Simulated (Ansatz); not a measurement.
## How far each method lies from full CI for HAlB, quartet

Geometry: that of the HAlB, doublet, kept fixed.

```yaml
atoms:
  - { symbol: B, position_ang: [0.0000, -0.1388, 1.5159] }
  - { symbol: Al, position_ang: [0.0000, 0.0968, -0.5473] }
  - { symbol: H, position_ang: [0.0000, -1.1027, -1.6081] }
```

Basis 6-31G; Ansatz 0.2.0. Only valence electrons are correlated (noble-gas cores frozen), which leaves 7 electrons in 18 orbitals. Prefix R: restricted or restricted open-shell reference; prefix U: unrestricted. Active spaces: valence = (7e, 9o) chosen from the atoms' valence shells.

Full CI is exact within this basis and frozen core; it isn't the basis-set limit. The frozen core follows each run's orbitals, which can shift R against U totals by a few meV.

For open shells CISD and CISDTQ are restricted-active-space CI with the open shells as a complete middle space.

The UHF ⟨S²⟩ is 3.765, the T1 diagnostic (RCCSD) is 0.0737 and the largest doubles amplitude (RCCSD) is 0.107. The T1 diagnostic (UCCSD) is 0.0643.

| level | E − E(full CI) (meV) | share of correlation (%) | wall time |
| --- | --- | --- | --- |
| RHF | 2218 | 0.00 | – |
| UHF | 2167 | 2.28 | – |
| RMP2 | 870 | 60.77 | – |
| UMP2 | 847 | 61.83 | – |
| CISD | 206 | 90.71 | 0.51 s |
| RCCSD | 106 | 95.20 | – |
| UCCSD | 104 | 95.30 | – |
| RCCSD(T) | 41 | 98.16 | 1.1 s |
| UCCSD(T) | 40 | 98.21 | 1 s |
| BCCD(T) | 40 | 98.20 | 1 s |
| RCCSDT | 7 | 99.66 | – |
| UCCSDT | 7 | 99.68 | – |
| CISDTQ | 4 | 99.82 | 4.2 s |
| RCCSDT(Q) | 2 | 99.90 | 2.6 s |
| UCCSDT(Q) | 2 | 99.92 | 2.5 s |
| RCCSDTQ | 0 | 99.98 | 18 s |
| UCCSDTQ | 0 | 100.00 | 19 s |
| CASSCF (valence space) | 552 | 75.12 | – |
| NEVPT2 (valence space) | 169 | 92.38 | 1.7 s |
| NEVPT4(SD) (valence space) | 28 | 98.73 | 2.8 s |
| MRCISD (valence space) | 16 | 99.26 | – |
| MRCISD+Q (valence space) | 7 | 99.69 | 3.2 s |

The correlation energy at full CI, counted from RHF, is -2.218 eV. That run took 5.5 s on 1 thread of AMD EPYC 7B13, shared host over 658,896 determinants.

Times hold each run's SCF and search for its determinant on a shared host, so for small cases they say little of a method's own cost; they ran on 1 thread of AMD EPYC 7B13. Some runs computed forces too.

The full-CI state has the irrep A'' of Cs, in the program's axes.

Natural occupations of full CI about the gap: 1.955 1.925 0.994 0.972 0.969 0.065 0.046 0.031 0.020 0.006; effectively unpaired electrons, Σ n²(2−n)², 3.05.
